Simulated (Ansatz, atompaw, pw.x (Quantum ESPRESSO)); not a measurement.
## hydrogen (H): does the PAW (atompaw) potential hold in the solid?

```json
{"Element": "hydrogen (H)", "Generator": "atompaw 4.2.0.5", "Type": "PAW", "Functional": "PBEsol", "Relativity": "scalar-relativistic", "Frozen core": "none", "Valence charge": "1", "Reference configuration": "1s1", "Partial waves": "1s (bound): rc 0.90 bohr; 1s channel at 0.05 Ry: rc 0.90 bohr; 2p channel at 0.3 Ry: rc 0.65 bohr", "Local potential": "troulliermartins scheme with l = 2 at 0 Ry, radius 0.85 bohr", "Core correction": "none", "Augmentation charge": "sinc compensation charge, radius 0.85 bohr; PAW radius 0.90 bohr; waves and projectors: custom polynom2 7 10 vanderbiltortho"}
```

Crystal test: sc H in pw.x 7.5, no spin, 18³ k-points, Fermi–Dirac smearing 0.01 Ry, cutoffs 40/400 Ry. The reference is all-electron LAPW (Ansatz 0.2.0) with the same functional, mesh and smearing; V0 and B0 come from Birch–Murnaghan fits to the pressures at five volumes. Errors are pseudo minus all-electron; Δ is the rms difference of the E(V) curves that follow from these fits, minima aligned, over ±6 % about the mean V0. Mesh and smearing are coarse, so the numbers serve the comparison and aren't converged zero-temperature values; the lattice is a test structure that the element need not adopt.

| V (Å³/atom) | P all-electron (GPa) | P pseudo (GPa) |
| --- | --- | --- |
| 2.843 | 7.51 | 7.96 |
| 2.918 | 4.24 | 4.67 |
| 2.993 | 1.30 | 1.70 |
| 3.068 | -1.34 | -0.97 |
| 3.143 | -3.73 | -3.38 |

All-electron: a0 = 1.447 Å (V0 = 3.03 Å³/atom), B0 = 107.4 GPa.

Pseudopotential: mean pressure error (GPa): +0.40; a0 (Å): 1.449; a0 error (%): +0.12; B0 error (%): -0.3; Δ (meV/atom): 0.3. The logarithmic derivative shows an extra or strongly shifted pseudo pole above the reference energy (p near 1.34 Ry).

At the middle volume, how do free energy and pressure move when the wave cutoff is lowered (ecutrho held at 400 Ry)?

```csv
cutoff (Ry),shift of F (meV/atom),shift of P (GPa)
18,+19.4,-3.84
24,+2.8,-0.81
32,+0.4,+0.03
```

The run at the middle volume (220 k-points, 5 iterations) took about 2.1 s on one core of a shared host (AMD EPYC 9B14, 90 threads, 708 GiB, load 15).
